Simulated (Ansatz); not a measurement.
A nudged elastic band was laid between two geometries of BClH₄Si (7 atoms, charge 0, multiplicity 1).

All numbers below come from RKS PBE0-D4/def2-SVP (Ansatz).

| Property | Result |
| --- | --- |
| movable images | 5 |
| climbing image | yes |
| spring | 5.0 eV/Å² |
| optimiser | quadratic models (default) |
| start path | IDPP |
| force threshold | 0.05 eV/Å |
| iteration limit | 60 |
| end points | relaxed |

Initial state:

```xyz
7
Properties=species:S:1:pos:R:3
B -1.019 0.004 -0.691
Si 0.629 -0.108 0.450
Cl 1.792 1.615 0.378
H -1.758 -0.954 -0.719
H -1.311 0.973 -1.348
H 0.246 -0.343 1.878
H 1.481 -1.255 0.007
```

Final state:

```xyz
7
Properties=species:S:1:pos:R:3
B -0.955 0.080 -0.709
Si 0.610 -0.370 0.448
Cl 1.112 1.655 0.703
H -2.023 0.344 -0.212
H -0.804 0.257 -1.894
H 0.351 -0.964 1.791
H 1.771 -1.070 -0.172
```

Task: Which bonds break or form, and what moves?

Result: No bond is made or broken. The dihedral H4–B1–Si2–H7 goes from 59 to 162°.

Task: What energy profile does the band end with?

Result: The forces met the threshold. The highest image is number 4 of 0 to 6, 0.031 eV above the first end and 0.015 eV above the last; the last end lies 0.016 eV above the first. A vibrational analysis at the climbing image gives one clearly imaginary mode, 113i cm⁻¹: a first-order saddle point.

```csv
image,path coordinate (Å),energy (eV),dihedral H4–B1–Si2–H7 (°)
0,0.00,0.000,59
1,0.37,0.003,74
2,0.74,0.013,91
3,1.10,0.026,108
4,1.47,0.031,126
5,1.84,0.024,144
6,2.20,0.016,162
```

Task: What is the geometry of the highest image?

Result: 
```xyz
7
Properties=species:S:1:pos:R:3
B -1.001 0.022 -0.703
Si 0.625 -0.230 0.461
Cl 1.330 1.720 0.723
H -2.119 -0.259 -0.345
H -0.850 0.519 -1.792
H 0.384 -0.802 1.818
H 1.691 -1.038 -0.207
```

Task: What are the harmonic wavenumbers there?

Result: 113i, 189, 419, 530, 641, 657, 723, 823, 909, 951, 1151, 2225, 2244, 2596, 2702 cm⁻¹.

Time of the run: 33 s on 1 thread of Intel(R) Xeon(R) 6975P-C (Granite Rapids) (shared host), peak memory 0.14 GiB.
